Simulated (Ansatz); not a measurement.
**OF (SMILES [O]F): levels of theory compared**

Aim: a comparison of 6 runs (U-wB97X/STO-3G, UB2PLYP/STO-3G, UBHLYP/STO-3G, RPA@PBE/STO-3G, UMP2/STO-3G, UCCSD(T)/STO-3G) of OF. 

Program for the calculation: Ansatz 0.2.0.

43 further runs of the same task are left out: 6 that didn't finish, 37 set aside as unsound or not needed.

### 1 The structure to begin with

OF: 2 atoms, total charge 0, spin state doublet. As SMILES, `[O]F`. The F2–O1 distance was set to 3.246 Å, away from the relaxed value.

### 2 The energy at U-wB97X/STO-3G (run 1)

in.yaml

```yaml
crystal:
  periodic: [false, false, false]
  atoms:
    - {symbol: O, position_ang: [0.000000, 0.000000, -1.947650]}
    - {symbol: F, position_ang: [0.000000, 0.000000, 1.298450]}
basis:
  gaussian: {orbitals: STO-3G}
total_charge: 0
magnetization: {spin_polarized: true, initial_magnetization: 1}
hamiltonian: {xc: {name: wB97X}}
accuracy: high
```

On the command line:

```console
$ ansatz run in.yaml --threads 1 --pin off --max-ram 2610MiB --events-out events.jsonl --progress --plain --runs-dir runs
```

The program printed:

```text
Warning: RAYON_NUM_THREADS=1 ignored (pool sized by the plan → 1); use --threads N
Functional definition: wB97X
  name "wB97X"
  parameter omega = 0.3/bohr
  parameter cx = 0.157706
  parameter cx1 = 0.726479
  parameter cx2 = 1.04760
  parameter cx3 = -5.70635
  parameter cx4 = 13.2794
  parameter css1 = -4.33879
  parameter css2 = 18.2308
  parameter css3 = -31.7430
  parameter css4 = 17.2901
  parameter cos1 = 2.37031
  parameter cos2 = -11.3995
  parameter cos3 = 6.58405
  parameter cos4 = -3.78132
  exchange = spin_sum(e_x_unif_sr(omega)*poly(b97_u_x, 1 - cx, cx1, cx2, cx3, cx4)) + cx*exact_x_sr(omega)
      + exact_x_lr(omega)
  correlation = spin_sum(e_c_pw_same_spin*poly(b97_u_same, 1, css1, css2, css3, css4))
      + integral(e_c_pw_opposite_spin*poly(b97_u_opposite, 1, cos1, cos2, cos3, cos4))
136 factors; integrals over basis functions are off by at most 1.9e-9 eV
78 factors; integrals over basis functions are off by at most 2.0e-9 eV
mean field evaluation 1: about -4668.6442 eV, gradient 1.7e0 eV
mean field evaluation 2: about -4612.5768 eV, gradient 7.2e-2 eV
mean field evaluation 4: about -4612.5768 eV, gradient 1.1e-1 eV
mean field evaluation 8: about -4685.4654 eV, gradient 1.3e-2 eV
mean field evaluation 16: about -4687.7395 eV, gradient 7.6e-3 eV
mean field evaluation 32: about -4688.7694 eV, gradient 2.0e-4 eV
mean field evaluation 64: about -4688.7720 eV, gradient 2.5e-2 eV
mean field evaluation 96: about -4688.7779 eV, gradient 2.2e-2 eV
mean field -4688.77400819 eV, -172.3092666360 hartree, gradient 3.6e-9 eV, S^2 1.750000; 4 other end points of the search recorded, 0 dependent functions left out
reference -4688.77400782 eV, -172.3092666223 hartree; 9, 8 occupied and 1, 2 virtual orbitals, 136 factors
Total energy: -4688.77400782 eV, -172.3092666223 hartree
```

It took 49 s on 1 thread of Arm Neoverse V1, shared host; peak memory 0.21 GiB.

### 3 The energy at UB2PLYP/STO-3G (run 2)

job.yaml

```yaml
crystal:
  periodic: [false, false, false]
  atoms:
    - {symbol: O, position_ang: [0.000000, 0.000000, -1.947650]}
    - {symbol: F, position_ang: [0.000000, 0.000000, 1.298450]}
basis:
  gaussian:
    orbitals: STO-3G
magnetization:
  spin_polarized: true
  initial_magnetization: 1
hamiltonian:
  xc: {name: B2PLYP}
correlation:
  frozen_orbitals: {F: 1, O: 1}
accuracy: high
```

On the command line:

```console
$ ansatz run job.yaml --threads 1 --pin off --max-ram 2610MiB --events-out events.jsonl --progress --plain --runs-dir runs
```

The program printed, cut to the lines that bear on the results:

```text
Warning: RAYON_NUM_THREADS=1 ignored (pool sized by the plan → 1); use --threads N
Functional definition: B2PLYP
  name "B2PLYP"
[...]
136 factors; integrals over basis functions are off by at most 1.9e-9 eV
[...]
mean field -4684.56393297 eV, -172.1545492252 hartree, gradient 3.9e-8 eV, S^2 1.750000; 7 other end points of the search recorded, 0 dependent functions left out
2 core orbitals not correlated: weight in the atoms' cores, before any rotation towards them, 1.000 or more for the frozen orbitals, at most 0.000 for the correlated occupied ones
reference -4684.56394186 eV, -172.1545495519 hartree; 7, 6 occupied and 1, 2 virtual orbitals, 136 factors
second order -0.00000890 eV of doubles, -0.00000000 eV of singles
Total energy: -4684.56394426 eV, -172.1545496401 hartree
```

Run time: 10 s. Hardware: 1 thread of Arm Neoverse V1, shared host; peak memory 0.093 GiB.

Runs 3 to 4 aren't shown in full; the table further down has their settings and results.

### 4 A single-point energy at UMP2/STO-3G (run 5)

input.yaml

```yaml
crystal:
  periodic: [false, false, false]
  atoms:
    - symbol: O
      position_ang: [0.000000, 0.000000, -1.947650]
    - symbol: F
      position_ang: [0.000000, 0.000000, 1.298450]
basis:
  gaussian:
    orbitals: STO-3G
magnetization:
  spin_polarized: true
  initial_magnetization: 1
correlation:
  method: mp2
  frozen_orbitals: {F: 1, O: 1}
accuracy: high
```

On the command line:

```console
$ ansatz run input.yaml --threads 1 --pin off --max-ram 2610MiB --events-out events.jsonl --progress --plain --runs-dir runs
```

The program printed, cut to the lines that bear on the results:

```text
Warning: RAYON_NUM_THREADS=1 ignored (pool sized by the plan → 1); use --threads N
Functional definition: HF
  name "HF"
[...]
136 factors; integrals over basis functions are off by at most 1.9e-9 eV
[...]
mean field -4674.66705368 eV, -171.7908456195 hartree, gradient 2.1e-9 eV, S^2 1.750000; 27 other end points of the search recorded, 0 dependent functions left out
2 core orbitals not correlated: weight in the atoms' cores, before any rotation towards them, 1.000 or more for the frozen orbitals, at most 0.000 for the correlated occupied ones
reference -4674.66705368 eV, -171.7908456195 hartree; 7, 6 occupied and 1, 2 virtual orbitals, 136 factors
second order -0.00000399 eV of doubles, -0.00000000 eV of singles
Total energy: -4674.66705767 eV, -171.7908457663 hartree
```

Wall time 0.28 s (1 thread of Arm Neoverse V1, shared host).

### 5 A single-point energy at UCCSD(T)/STO-3G (run 6)

molecule.yaml

```yaml
basis:
  gaussian: {orbitals: STO-3G}
crystal:
  periodic: [false, false, false]
  atoms:
    - {symbol: O, position_ang: [0.000000, 0.000000, -1.947650]}
    - {symbol: F, position_ang: [0.000000, 0.000000, 1.298450]}
magnetization: {spin_polarized: true, initial_magnetization: 1}
correlation: {method: ccsd_t, frozen_orbitals: {F: 1, O: 1}}
accuracy: high
scf: {omitted_lower_state_checks: [cluster_reference, increment]}
```

On the command line:

```console
$ ansatz run molecule.yaml --threads 1 --pin off --max-ram 2610MiB --events-out events.jsonl --progress --plain --runs-dir runs
```

The program printed:

```text
Warning: RAYON_NUM_THREADS=1 ignored (pool sized by the plan → 1); use --threads N
[... 19 lines left out ...]
2 core orbitals not correlated: weight in the atoms' cores, before any rotation towards them, 1.000 or more for the frozen orbitals, at most 0.000 for the correlated occupied ones
[... 51 lines left out ...]
Total energy: -4674.66965994 eV, -171.7909413980 hartree
Checks for a lower state left out: cluster_reference, increment
```

Wall time 0.34 s (1 thread of Arm Neoverse V1, shared host).

### 6 Overview of the runs

```tsv
run	level	frozen core orbitals	energy (Eh)	⟨S²⟩	wall time
1	U-wB97X/STO-3G	–	-172.309267	1.750	49 s
2	UB2PLYP/STO-3G	2	-172.154550	1.750	10 s
3	UBHLYP/STO-3G	–	-172.307702	1.750	7.8 s
4	RPA@PBE/STO-3G	2	-171.855345	1.750	33 s
5	UMP2/STO-3G	2	-171.790846	1.750	0.28 s
6	UCCSD(T)/STO-3G	2	-171.790941	1.750	0.34 s
```

### 7 Summary of results

```
                                          quantity          value
                               run 6: total energy  -171.79094 Eh
run 6: correlation energy (2 core orbitals frozen)       -0.1 mEh
                             run 6: (T) correction       0.00 mEh
          run 6: ⟨S²⟩ of the reference determinant          1.750
                              run 6: T1 diagnostic          0.000
```

**Reading.** Totals of different functionals can't be ranked against each other. In runs 1, 2, 3, 4, 5, 6 the basis is minimal, so the values are rough. Spin contamination of the reference: run 3 ⟨S²⟩ = 1.75, run 2 ⟨S²⟩ = 1.75, run 5 ⟨S²⟩ = 1.75, run 6 ⟨S²⟩ = 1.75, run 4 ⟨S²⟩ = 1.75, run 1 ⟨S²⟩ = 1.75. Where it is this large, the reference is a mixture of spin states, and values that rest on it are in doubt. All runs together took 1.7 min, the longest 49 s.
